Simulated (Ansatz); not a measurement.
We consider rock-salt MgS, described by G0W0@PBE (hard PAW, contour deformation; Ansatz, an electronic-structure program).

The cell has the measured lattice parameters. Conventional cell: a = 5.2033 Å, b = 5.2033 Å, c = 5.2033 Å, α = 90.00°, β = 90.00°, γ = 90.00°.

The quasiparticle gap at Γ at a fixed k mesh 2×2×2:

| response cutoff | value (eV) |
|---|---|
| 150 eV, 270 empty bands | 4.855 |
| 200 eV, 416 empty bands | 4.884 |
| 250 eV, 581 empty bands | 4.905 |
| 300 eV, 763 empty bands | 4.916 |

Question: Taking the value to converge with the response cutoff E as E^(−3/2), extrapolate from the last two rows.

Answer: With y = y∞ + c/w and weights w = 3953 and 5196 for the last two rows, y∞ = (w2 y2 − w1 y1)/(w2 − w1) = (5196 × 4.916 − 3953 × 4.905)/1243 = 4.951 eV, which lies 0.035 beyond the last row. Successive pairs of rows give 4.938, 4.958, 4.951. The limit also hangs on the law assumed, so its last digits aren't firm.

The other settings are not extrapolated, so this is the limit in one setting alone.

At the last cutoff the smallest gap on this mesh is 3.78 eV, with an edge away from Γ.
